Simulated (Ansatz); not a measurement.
# Al2F+ (triplet): wave-function methods side by side, cc-pVDZ

The task here is to estimate one member of a computed series from the others.

Computed with Ansatz 0.2.0, Gaussian basis. Level: cc-pVDZ, core rule «outside noble gas», up to 11 orbitals frozen.

The runs, in order: UHF; CCSD(T) on ROHF; CCSD(T) on UHF; BCCD(T) on ROHF; CISD; CCSDT(Q) on ROHF; CCSDT(Q) on UHF.

32 further runs of the same task are left out: 11 for a known fault of the program, 9 that didn't finish, 12 set aside as unsound or not needed.

## What is computed

The geometry is a PBE0/def2-TZVP stationary point (not a proven minimum) of the parent state, kept for this charge and spin.

3 atoms, charge 1, spin multiplicity 3.

Atoms are counted from 1 here; the program's logs count them from 0.

Bond lengths: Al1–Al2 2.338 Å, Al2–F3 1.647 Å. Angles: Al1–Al2–F3 180.0°.

The first run:

The input, in.yaml:

```yaml
crystal:
  periodic: [false, false, false]
  atoms:
    - {symbol: Al, position_ang: [0.000000, 0.000000, 2.107800]}
    - {symbol: Al, position_ang: [0.000000, 0.000000, -0.230400]}
    - {symbol: F, position_ang: [0.000000, 0.000000, -1.877400]}
basis:
  gaussian: {orbitals: cc-pVDZ}
total_charge: 1
magnetization: {spin_polarized: true, initial_magnetization: 2}
hamiltonian: {xc: hf}
output: {orbitals: {seedname: orbitals}}
```

Started as:

```sh
> ansatz run in.yaml --threads 1 --pin off --events-out ev --progress --plain --max-ram 2393MiB
```

Steps of the session up to this table: UHF; CCSD(T) on ROHF; CCSD(T) on UHF; BCCD(T) on ROHF; CISD; CCSDT(Q) on ROHF; CCSDT(Q) on UHF.

One of the session's tables, all rows but one given; the rest of the session is left out.

It belongs to the step «Misses and costs». 

| method | from UCCSDT(Q) (meV) |
| --- | --- |
| ROHF | +7545.8 |
| UHF | +7476.7 |
| RMP2 | +652.8 |
| UMP2 | +645.9 |
| CISD | +770.2 |
| RCCSD | +211.1 |
| UCCSD | +208.6 |
| RCCSD(T) | +45.6 |
| UCCSD(T) | +45.0 |
| BCCD(T) | ? |
| RCCSDT | +19.0 |
| UCCSDT | +18.3 |
| RCCSDT(Q) | +4.4 |
| UCCSDT(Q) | 0 |

Estimate the missing values for BCCD(T).

**Answer.** from UCCSDT(Q) (meV): +40.6. In the column «from UCCSDT(Q) (meV)» it lies between RCCSDT (+19.0) and UCCSD(T) (+45.0).

To keep in mind: Restricted and unrestricted rows rest on different reference determinants; where their highest levels disagree by more than a few hundredths of an eV, they describe different states and don't form one ladder.
